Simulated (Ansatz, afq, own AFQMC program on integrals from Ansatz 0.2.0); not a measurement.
Sc, doublet: AFQMC among the cluster methods

A free Sc atom.

Basis def2-TZVP. Noble-gas cores (and the filled d shells of Ga–Kr and In–Xe) are frozen. AFQMC by an in-house program on the Cholesky factors that Ansatz 0.2.0 writes for its CCSD(T) run. The CISD trial takes its coefficients from CCSD amplitudes. Released means that phaseless walkers are propagated on without the constraint, phases kept. Free projection: walkers drawn from exp(T), propagated without any constraint. Its projection time is finite, and what remains of the start isn't in its error. Uncertainties: one standard error, sampling alone. The metal's outer-core s and p shells are frozen, which shifts wave-function levels against functionals.

Determinant: UHF, the one that the program's search chose, which needn't be the lowest solution.

Full CI on the same integrals is exact in this basis and with this determinant's frozen core.

Cautions: no relativity below Rb; outer-core shells of the metal frozen.

The T1 diagnostic is 0.0271 and the weight of the determinant in the CISD state is 0.919. The ⟨S²⟩ of the determinant is 0.762. The size of the correlated space is 3 electrons in 36 orbitals.

Reference: full CI, correlation energy -1.049 eV. The released energy is read at 2.40 1/Eh (meV from the phaseless value at times in 1/Eh: -2 ± 5 at 0.24, -1 ± 5 at 0.51, 0 ± 5 at 0.99, -5 ± 6 at 1.62, -5 ± 6 at 2.40).

```json
{"level": "HF", "E − E(reference) (kcal/mol)": "24.18", "share of correlation (%)": "0.00"}
{"level": "MP2", "E − E(reference) (kcal/mol)": "7.86", "share of correlation (%)": "67.48"}
{"level": "CCSD", "E − E(reference) (kcal/mol)": "0.83", "share of correlation (%)": "96.55"}
{"level": "CCSD(T)", "E − E(reference) (kcal/mol)": "0.32", "share of correlation (%)": "98.69"}
{"level": "ph-AFQMC/HF", "E − E(reference) (kcal/mol)": "0.91 ± 0.56", "share of correlation (%)": "96.25"}
{"level": "ph-AFQMC/CISD", "E − E(reference) (kcal/mol)": "0.38 ± 0.09", "share of correlation (%)": "98.43"}
{"level": "released AFQMC", "E − E(reference) (kcal/mol)": "0.26 ± 0.14", "share of correlation (%)": "98.93"}
{"level": "free AFQMC", "E − E(reference) (kcal/mol)": "0.07 ± 0.03", "share of correlation (%)": "99.71"}
```

Free projections are given only where their last times agree within the noise and don't stop above the reference; a slow remainder of the start can still hide under it. A walk keeps the symmetry of its determinant, which the program's search chose and which needn't be the lowest solution, so a lower state of the same spin and another symmetry isn't excluded. Released energies are given only where the last usable release times agree within the noise; a slower fall can still hide under it.
